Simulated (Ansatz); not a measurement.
**C3H6ClN: one species, many methods**

An exercise on one series of results from a longer session: the logs are not shown, and one member is left open.

Computed with Ansatz 0.2.0, Gaussian basis. Level: functionals in def2-TZVPP, the program's frozen cores in correlated methods.

Levels to be run: PBE-D4, r2SCAN-D4, PBE0-D4, B3LYP-D4, ωB97X-V, ωB97M-V, B2PLYP; CCSD(T)/def2-TZVPP; MP2/def2-QZVPP; extrapolation to the limit.

## Structure used throughout

The geometry comes from an earlier relaxation with PBE0-D4 in a triple-zeta def2 set; it is a stationary point, not always the lowest conformer.

SMILES `CC(=N)CCl`, 11 atoms, charge 0, spin multiplicity 1.

Atoms are counted from 1 here; the program's logs count them from 0.

Bond lengths: C1–C2 1.497 Å, C1–H6 1.090 Å, C1–H7 1.092 Å, C1–H8 1.094 Å, C2–N3 1.266 Å, C2–C4 1.503 Å, N3–H9 1.021 Å, C4–Cl5 1.786 Å, C4–H10 1.087 Å, C4–H11 1.091 Å. Angles: C2–C1–H6 111.0°, C2–C1–H7 110.4°, C2–C1–H8 110.5°, H6–C1–H7 109.1°, H6–C1–H8 109.0°, H7–C1–H8 106.7°, C1–C2–N3 126.4°, C1–C2–C4 117.3°, N3–C2–C4 116.3°, C2–N3–H9 110.8°, C2–C4–Cl5 112.1°, C2–C4–H10 109.4°, C2–C4–H11 110.7°, Cl5–C4–H10 108.0°, Cl5–C4–H11 106.4°, H10–C4–H11 110.2°.

The first run:

in.yaml

```yaml
crystal:
  periodic: [false, false, false]
  atoms:
    - {symbol: C, position_ang: [-0.646270, 0.996399, -0.413910]}
    - {symbol: C, position_ang: [0.289278, -0.167747, -0.317260]}
    - {symbol: N, position_ang: [1.118431, -0.539976, -1.198853]}
    - {symbol: C, position_ang: [0.218213, -1.007381, 0.927227]}
    - {symbol: Cl, position_ang: [0.466742, -0.038016, 2.406311]}
    - {symbol: H, position_ang: [-0.566725, 1.482292, -1.386553]}
    - {symbol: H, position_ang: [-0.427815, 1.725973, 0.368886]}
    - {symbol: H, position_ang: [-1.679658, 0.671288, -0.261748]}
    - {symbol: H, position_ang: [1.067621, 0.062299, -2.021223]}
    - {symbol: H, position_ang: [0.990528, -1.770865, 0.892999]}
    - {symbol: H, position_ang: [-0.765044, -1.471065, 1.024624]}
basis:
  gaussian: {orbitals: def2-TZVPP}
hamiltonian: {xc: pbe, dispersion: d4}
output: {forces: true, orbitals: {seedname: orbitals}}
```

Run with:

```
ansatz run in.yaml --threads 4 --pin off --events-out ev --progress --plain --max-ram 10444MiB
```

Among the steps run: PBE-D4 (GGA); r2SCAN-D4 (meta-GGA); PBE0-D4 (hybrid); B3LYP-D4 (hybrid); ωB97X-V (range-separated); ωB97M-V (range-separated); B2PLYP (double hybrid); CCSD(T) in def2-TZVPP; MP2 in def2-QZVPP.

One table of the session follows, with a row left open; its other results are not shown here.

```
            method  atomisation energy (kJ/mol)
            PBE-D4                       4383.5
         r2SCAN-D4                       4259.3
           PBE0-D4                       4293.5
          B3LYP-D4                       4261.0
           ωB97X-V                       4264.2
           ωB97M-V                            ?
            B2PLYP                       4212.1
     HF/def2-TZVPP                       3039.2
    MP2/def2-TZVPP                       4208.4
   CCSD/def2-TZVPP                       4063.6
CCSD(T)/def2-TZVPP                       4135.9
           MP2/CBS                       4320.5
       CCSD(T)/CBS                       4248.0
```

Q: Estimate the row for ωB97M-V from the others.

**Answer.** atomisation energy (kJ/mol): 4272.6. In the column «atomisation energy (kJ/mol)» it lies between ωB97X-V (4264.2) and PBE0-D4 (4293.5).

Caveats from the session: Free atoms (3 C, 1 N, 1 Cl, 6 H) were run apart at each level; the atomisation energy is their sum less the molecule, without zero-point or spin-orbit terms.
